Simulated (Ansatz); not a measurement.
**Worked example: correlation energy of PH, triplet**

Geometry: that of the PH⁻, doublet, kept fixed.

```xyz
2

P     0.0000    0.0000    0.0000
H     0.0000    0.0000    1.4426
```

Basis 6-31++G** (Cartesian d functions); Ansatz 0.2.0. Only valence electrons are correlated (noble-gas cores frozen), which leaves 6 electrons in 24 orbitals. R marks a restricted (for open shells ROHF) determinant, U an unrestricted one.

Full CI is exact within this basis and frozen core; it isn't the basis-set limit. The frozen core follows each run's orbitals, which can shift R against U totals by a few meV.

Runs differ by some tens of microhartree through their thresholds and, for an open shell, their frozen cores, so the step to full CI, which has another core, is uncertain by up to 0.1 kcal/mol.

```csv
level,total energy (hartree)
UHF,-341.267551
UMP2,-341.343526
UCCSD,-341.364319
UCCSD(T),-341.366158
UCCSDT,-341.366615
UCCSDT(Q),-341.366657
full CI,-341.366647
```

Question: What is the correlation energy at full CI, and what share of it do UMP2 and UCCSD recover?

Answer: E(corr) = -341.366647 − (-341.267551) = -0.099096 hartree = -2.697 eV. UMP2: -0.075975 / -0.099096 = 76.67 %. UCCSD: -0.096768 / -0.099096 = 97.65 %.

Question: By how many kcal/mol does UCCSD(T) miss full CI (1 hartree = 627.509 kcal/mol), and which steps make up the rest?

Answer: -341.366158 − (-341.366647) = 0.000489 hartree = 0.31 kcal/mol. Steps: UCCSDT − UCCSD(T) = -0.29, UCCSDT(Q) − UCCSDT = -0.03, full CI − UCCSDT(Q) = 0.01 kcal/mol. That is within 1 kcal/mol of the reference in this basis, which itself misses far more of the correlation at the basis-set limit.
